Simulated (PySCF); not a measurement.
N-methyl propargyl amine: 4 charge schemes on one density

Species: N-methyl propargyl amine, C₄H₇N.
Structure used (PBE0-D3(BJ)/def2-TZVP), in Å, numbered top down from 1:
```xyz
12
C4H7N angstrom
C      2.1513    0.9937   -0.5583
C      1.3366    0.1111   -0.5437
C      0.3268   -0.9488   -0.4676
N     -0.6483   -0.7987    0.5953
C     -1.4450    0.4069    0.4842
H      2.8794    1.7698   -0.5774
H     -0.2087   -0.9988   -1.4218
H      0.8328   -1.9112   -0.3469
H     -0.1684   -0.8096    1.4867
H     -2.1271    0.4661    1.3338
H     -0.8536    1.3331    0.4438
H     -2.0513    0.3547   -0.4244
```

Density: PBE0/pcSseg-2 (PySCF); schemes: Mulliken, IAO, Hirshfeld and ESP-fitted. One conformer (not necessarily the lowest) at the PBE0-D3(BJ)/def2-TZVP geometry, without solvent, vibrations or thermal averaging.

Problem. Which atoms carry the highest charge in the Mulliken, IAO, Hirshfeld and ESP-fitted schemes?

Solution. All schemes agree: Mulliken H9 (+0.110); IAO H9 (+0.254); Hirshfeld H9 (+0.114); ESP-fitted H9 (+0.403).

Problem. At which atom do the 4 schemes differ most?

Solution. At N4: from -0.660 (ESP-fitted) to -0.170 e (Hirshfeld), 0.490 e apart.

Problem. For which atoms does the sign change between the 4 schemes (beyond +0.03 e in one, beyond −0.03 e in another)?

Solution. C2, C3 and C5.

Problem. Tabulate the Mulliken, IAO, Hirshfeld and ESP-fitted charges.

Solution. In e:

```
atom                   environment  Mulliken     IAO  Hirshfeld  ESP-fitted
  C1        terminal alkyne carbon    -0.182  -0.260     -0.125      -0.472
  C2                 alkyne carbon    +0.018  -0.050     -0.046      +0.043
  C3  sp3 carbon bound to nitrogen    +0.089  -0.174     -0.021      -0.052
  N4      secondary amine nitrogen    -0.339  -0.414     -0.170      -0.660
  C5               N-methyl carbon    +0.053  -0.320     -0.084      -0.178
  H6               alkyne hydrogen    +0.048  +0.203     +0.090      +0.310
  H7            methylene hydrogen    +0.051  +0.168     +0.059      +0.159
  H8            methylene hydrogen    +0.067  +0.174     +0.060      +0.120
  H9                  N–H hydrogen    +0.110  +0.254     +0.114      +0.403
 H10               methyl hydrogen    +0.037  +0.152     +0.048      +0.104
 H11               methyl hydrogen    +0.023  +0.122     +0.029      +0.088
 H12               methyl hydrogen    +0.026  +0.145     +0.044      +0.134
```

Mean size of the charges over all atoms: ESP-fitted 0.227 e, IAO 0.203 e, Mulliken 0.087 e, Hirshfeld 0.074 e. Each set sums to the total charge, 0, to within 0.001 e. The Mulliken scheme gives each basis function's population to the atom it is centred on and halves the overlap population of two atoms between them.

Problem. How closely do the schemes follow one another over all atoms?

Solution. Correlation coefficient and root-mean-square difference: IAO with Hirshfeld 0.97, 0.142 e; Hirshfeld with ESP-fitted 0.96, 0.212 e; IAO with ESP-fitted 0.92, 0.126 e; Mulliken with ESP-fitted 0.88, 0.194 e; Mulliken with Hirshfeld 0.80, 0.076 e; Mulliken with IAO 0.68, 0.166 e.

Problem. How many electrons does the Hirshfeld scheme count on C5?

Solution. Z − q = 6 − (-0.084) = 6.084.

Problem. Sum the charges by element, for elements with more than one atom.

Solution. 
```csv
element,atoms,Mulliken,IAO,Hirshfeld,ESP-fitted
C,4,-0.021,-0.803,-0.276,-0.659
H,7,+0.361,+1.217,+0.445,+1.319
```

The run behind these numbers computed NMR shieldings as well. Time: 57 s of wall time; peak memory 0.99 GiB. Hardware: Arm Neoverse N1, one thread (shared host).
